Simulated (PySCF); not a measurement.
**Atomic charges against the basis set**

Compound: C2H6O.
Bonds: C1–C2, C2–O3. Hydrogens: H4, H5, H6 on C1; H7, H8 on C2; H9 on O3.

PBE0 throughout (PySCF), one geometry, spherical d and f functions. Isolated species at its PBE0-D3(BJ)/def2-SVP geometry (one conformer only). Atoms taken as equivalent share a column and are averaged.

Mulliken charges (e):

```tsv
basis	functions	C1	C2	O3	H4/H5/H6	H7/H8	H9
STO-3G	21	-0.243	-0.048	-0.289	+0.079	+0.074	+0.197
6-31G	39	-0.513	-0.084	-0.610	+0.169	+0.166	+0.368
pcSseg-0	39	-0.689	-0.150	-0.671	+0.231	+0.227	+0.363
6-31G*	54	-0.548	-0.066	-0.640	+0.175	+0.160	+0.411
def2-SVP	72	-0.134	+0.115	-0.338	+0.044	+0.029	+0.167
cc-pVDZ	72	-0.125	+0.065	-0.277	+0.043	+0.034	+0.140
6-311+G(2d,p)	117	-0.473	-0.060	-0.393	+0.142	+0.123	+0.255
aug-cc-pVDZ	123	+0.349	+0.848	-0.501	-0.118	-0.226	+0.112
def2-TZVP	129	-0.378	-0.025	-0.444	+0.117	+0.097	+0.301
IGLO-III	165	-0.349	-0.073	-0.425	+0.115	+0.112	+0.278
cc-pVTZ	174	-0.298	+0.021	-0.332	+0.092	+0.068	+0.198
```

IAO charges (e):

| basis | functions | C1 | C2 | O3 | H4/H5/H6 | H7/H8 | H9 |
| --- | --- | --- | --- | --- | --- | --- | --- |
| STO-3G | 21 | -0.414 | -0.136 | -0.339 | +0.134 | +0.124 | +0.239 |
| 6-31G | 39 | -0.453 | -0.073 | -0.529 | +0.147 | +0.138 | +0.339 |
| pcSseg-0 | 39 | -0.450 | -0.073 | -0.507 | +0.145 | +0.135 | +0.325 |
| 6-31G* | 54 | -0.432 | -0.037 | -0.536 | +0.138 | +0.125 | +0.339 |
| def2-SVP | 72 | -0.420 | -0.031 | -0.534 | +0.134 | +0.122 | +0.339 |
| cc-pVDZ | 72 | -0.430 | -0.034 | -0.536 | +0.137 | +0.124 | +0.342 |
| 6-311+G(2d,p) | 117 | -0.443 | -0.040 | -0.566 | +0.143 | +0.132 | +0.356 |
| aug-cc-pVDZ | 123 | -0.440 | -0.039 | -0.565 | +0.142 | +0.131 | +0.356 |
| def2-TZVP | 129 | -0.443 | -0.038 | -0.561 | +0.142 | +0.130 | +0.354 |
| IGLO-III | 165 | -0.444 | -0.040 | -0.566 | +0.143 | +0.132 | +0.357 |
| cc-pVTZ | 174 | -0.444 | -0.038 | -0.559 | +0.142 | +0.130 | +0.354 |

Some averages cover members that differ in this geometry, most widely: H4/H5/H6, Mulliken in aug-cc-pVDZ -0.166 to -0.082; H7/H8, Mulliken in aug-cc-pVDZ -0.265 to -0.188; H7/H8, IAO in 6-31G +0.119 to +0.157; H7/H8, Mulliken in 6-31G +0.147 to +0.185 e.

Q: Which scheme is steadiest as the basis changes?

A: Largest range over the bases for any column: IAO 0.23 e, Mulliken 1.04 e. IAO charges move least and Mulliken charges most, counted in e. Without the minimal STO-3G basis the ranges are IAO 0.06, Mulliken 1.04 e.

Q: How much do the charges still move between the two largest bases, IGLO-III and cc-pVTZ?

A: At most, over all atoms: Mulliken 0.095 e, IAO 0.008 e.

Q: What do the same runs give for the total energy, the frontier levels and the dipole moment?

A: 
```json
{"basis": "STO-3G", "energy (Eh)": "-152.8679", "HOMO (eV)": "-4.08", "LUMO (eV)": "9.47", "μ (D)": "1.39"}
{"basis": "6-31G", "energy (Eh)": "-154.8036", "HOMO (eV)": "-7.49", "LUMO (eV)": "2.34", "μ (D)": "2.03"}
{"basis": "pcSseg-0", "energy (Eh)": "-154.4799", "HOMO (eV)": "-7.47", "LUMO (eV)": "1.98", "μ (D)": "2.04"}
{"basis": "6-31G*", "energy (Eh)": "-154.8478", "HOMO (eV)": "-7.47", "LUMO (eV)": "2.52", "μ (D)": "1.65"}
{"basis": "def2-SVP", "energy (Eh)": "-154.7423", "HOMO (eV)": "-7.59", "LUMO (eV)": "1.73", "μ (D)": "1.62"}
{"basis": "cc-pVDZ", "energy (Eh)": "-154.8635", "HOMO (eV)": "-7.51", "LUMO (eV)": "1.83", "μ (D)": "1.51"}
{"basis": "6-311+G(2d,p)", "energy (Eh)": "-154.9092", "HOMO (eV)": "-7.90", "LUMO (eV)": "0.29", "μ (D)": "1.73"}
{"basis": "aug-cc-pVDZ", "energy (Eh)": "-154.8809", "HOMO (eV)": "-7.88", "LUMO (eV)": "-0.12", "μ (D)": "1.65"}
{"basis": "def2-TZVP", "energy (Eh)": "-154.9207", "HOMO (eV)": "-7.84", "LUMO (eV)": "1.04", "μ (D)": "1.64"}
{"basis": "IGLO-III", "energy (Eh)": "-154.9270", "HOMO (eV)": "-7.88", "LUMO (eV)": "0.63", "μ (D)": "1.65"}
{"basis": "cc-pVTZ", "energy (Eh)": "-154.9167", "HOMO (eV)": "-7.78", "LUMO (eV)": "1.13", "μ (D)": "1.56"}
```

The dipole is fixed by the density alone, so its range of 0.65 D shows that the density itself changes with the basis, not only its division among atoms.
